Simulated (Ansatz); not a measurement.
The input, for Ansatz 0.2.0:

```yaml
crystal:
  periodic: [false, false, false]
  atoms:
    - {symbol: Ge, position_ang: [0.000000, 0.000000, 0.000000]}
    - {symbol: C, position_ang: [0.000000, 0.000000, 1.912799]}
basis:
  gaussian: {orbitals: cc-pVDZ}
correlation: {method: sc_nevpt2, electrons: outside_noble_gas, active_space: {window: {electrons: 8, orbitals: 8}, shells: [{species: C, l: s, shell: 2}, {species: C, l: p, shell: 2}, {species: Ge, l: s, shell: 4}, {species: Ge, l: p, shell: 4}]}}
```

```sh
$ ansatz run in.yaml --threads 1 --pin off --events-out ev --progress --plain --max-ram 4096MiB --backend cpu
```

Log:

```
776 factors; integrals over basis functions are off by at most 1.6e-7 eV
mean field evaluation 1: about -57494.1866 eV, gradient 1.6e1 eV
mean field evaluation 2: about -57494.2533 eV, gradient 1.6e1 eV
mean field evaluation 4: about -57495.4073 eV, gradient 2.0e0 eV
mean field evaluation 8: about -57495.4760 eV, gradient 8.0e-2 eV
mean field evaluation 16: about -57495.4761 eV, gradient 4.3e-4 eV
mean field evaluation 32: about -57495.4088 eV, gradient 6.2e-2 eV
mean field evaluation 64: about -57495.4761 eV, gradient 3.0e-4 eV
mean field evaluation 96: about -57482.6740 eV, gradient 3.1e1 eV
mean field evaluation 128: about -57497.0008 eV, gradient 6.0e-1 eV
mean field -57497.00634922 eV, -2112.9760104633 hartree, gradient 4.1e-7 eV, S^2 0.000000; 10 other end points of the search recorded, 0 dependent functions left out; unrestricted orbitals would lower it
reference -57497.00634922 eV, -2112.9760104633 hartree; 19, 19 occupied and 22, 22 virtual orbitals, 776 factors
state -57500.14975298 eV, -2113.0915284205 hartree
state -57500.14975298 eV, -2113.0915284205 hartree; corrected -57502.39751573 eV, -2113.1741321780 hartree
Total energy: -57502.39751573 eV, -2113.1741321780 hartree
Checks for a lower state left out: starts, orbital_swaps
```

Ran on 1 thread of AMD EPYC 7R13, shared host: 4 s wall, 0.2 GiB peak host memory.
